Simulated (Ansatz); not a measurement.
# BClFH3: the cost of one run

Program: Ansatz 0.2.0. Level of theory: RKS B3LYP/def2-SVP. These are calculated values, not measurements.

### Step 1. Starting point

Bond lengths: B1–F2 1.670 Å, B1–H3 1.190 Å, B1–H4 1.190 Å, B1–Cl5 2.160 Å, Cl5–H6 1.380 Å. Angles: F2–B1–H3 120.0°, F2–B1–H4 120.0°, F2–B1–Cl5 71.6°, H3–B1–H4 120.0°, H3–B1–Cl5 97.0°, H4–B1–Cl5 101.2°, B1–Cl5–H6 63.0°.

Coordinates:

```xyz
6

B     0.0000    0.0000    0.0000
F     0.0000    0.0000    1.6700
H     1.0305    0.0000   -0.5950
H    -1.0305    0.0000   -0.5950
Cl    0.0903   -2.0478    0.6811
H     0.0470   -1.0669    1.6505
```

### Step 2. A restrained relaxation towards end A

Springs on the bonds that form and break draw the guess towards this end; the thresholds are loose.

input.yaml

```yaml
crystal:
  periodic: [false, false, false]
  atoms:
    - { symbol: B, position_ang: [0.0, 0.0, 0.0] }
    - { symbol: F, position_ang: [0.0, 0.0, 1.67] }
    - { symbol: H, position_ang: [1.0305, 0.0, -0.595] }
    - { symbol: H, position_ang: [-1.0305, 0.0, -0.595] }
    - { symbol: Cl, position_ang: [0.0903, -2.0478, 0.6811] }
    - { symbol: H, position_ang: [0.047, -1.0669, 1.6505] }
basis:
  gaussian: { orbitals: def2-SVP }
hamiltonian:
  xc: b3lyp
relax:
  f_tol: 0.15
  max_steps: 25
  restrain:
    - { distance: [0, 4], at: 3.06, k: 30.0 }
    - { distance: [5, 1], at: 2.12, k: 30.0 }
    - { distance: [0, 1], at: 1.32, k: 30.0 }
    - { distance: [5, 4], at: 1.37, k: 30.0 }
```

The run is started by

```bash
> ansatz run input.yaml --threads 1 --pin off --max-ram 2048MiB --backend cpu --events-out ev --progress --plain --runs-dir out
```

**Question.** How long does this run take on 1 thread of Arm Neoverse V1, shared host, and how much memory does it need?

About 14 s, with a peak of 0.13 GiB.
